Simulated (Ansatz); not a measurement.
# fcc Mg (model structure)

Method: r²SCAN in Ansatz (PAW).

Run with plane-wave cutoff 500 eV, 28×28×28 k mesh, Fermi–Dirac smearing 0.1 eV, scalar-relativistic PAW data made under PBE.

Cell (relaxed at this level):

Mg has the cubic space group Fm-3m (No. 225), the fcc (Cu type) structure, Pearson symbol cF4. Lattice parameters: a = 4.4976 Å, b = 4.4976 Å, c = 4.4976 Å, α = 90.00°, β = 90.00°, γ = 90.00°. Mg on 4a is surrounded by 12 Mg at 3.180 Å (cuboctahedral). (Neighbours: up to the widest gap in distance over summed covalent radii, below 1.35, at either atom.)
(The calculation used a cell of 1 atom; values per cell refer to that cell.)

* **band gap**: none

Note: the relaxation could raise the start's symmetry but not lower it, so the cell can be a saddle point.

Static lattice: no zero-point or thermal effects.

Computing time: roughly 70 core-seconds.

A model structure was made by putting elements into a prototype or built by hand; it is no filed structure, need not be a known phase, and can be a saddle point held by its symmetry.

Ansatz is a quantum-chemistry and plane-wave program.
